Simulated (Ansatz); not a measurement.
# Relative stability

Two relaxed structures of SiH₃SO (charge +1), singlet (PBE0-D4/def2-TZVP; forces vanish, vibrations not checked).

A:

```xyz
6
angstrom
Si -0.3114 0.3258 -0.6002
O -0.0286 -0.3374 1.0381
S -0.1490 -1.7049 -0.1531
H -1.6429 0.9392 -0.6554
H 0.8831 1.0308 -1.0838
H 0.8607 -0.2917 1.4357
```

B:

```csv
atom,x (Å),y (Å),z (Å)
Si1,-0.3246,0.3570,-0.6108
O2,-0.1592,-1.2446,-0.1601
S3,-0.0231,-0.5361,1.3572
H4,-1.6938,0.8363,-0.8294
H5,0.8717,0.9901,-1.1793
H6,1.3290,-0.4028,1.4224
```

Program: Ansatz 0.2.0. Basis: def2-TZVPP. Cores are frozen in the correlated methods. B3LYP uses VWN-RPA correlation.

**Question.** Which structure is lower at CCSD(T), and by how much? (Judge from chemistry; the value comes from the calculation.)

**Answer.** By the calculation: B, by 0.166 eV (electronic energy, against the other). By their contacts, A is SiH₃SO ([OH]1[SiH2][S]1), total charge +1 and B is SiH₃SO ([O]1[SiH2][SH]1), total charge +1.

All methods give the same order:

```csv
method,E(B) − E(A) (eV)
PBE-D4,-0.254
r2SCAN-D4,-0.288
PBE0-D4,-0.219
B3LYP-D4,-0.199
wB97M-V,-0.154
HF,-0.114
MP2,-0.221
CCSD,-0.147
CCSD(T),-0.166
```

T1 diagnostic: at most 0.016.

Labels in which every atom is bracketed show which atoms are joined, not bond orders.

For scale, one of the runs: CCSD(T)/def2-TZVPP, 157 basis functions, launched by `ansatz run in.yaml --threads 2 --pin off --events-out ev --progress --plain --max-ram 4352MiB`. The run took 18 s on 2 CPU threads of an Arm Neoverse V2 (shared host), with 1 GiB of host memory at its peak.
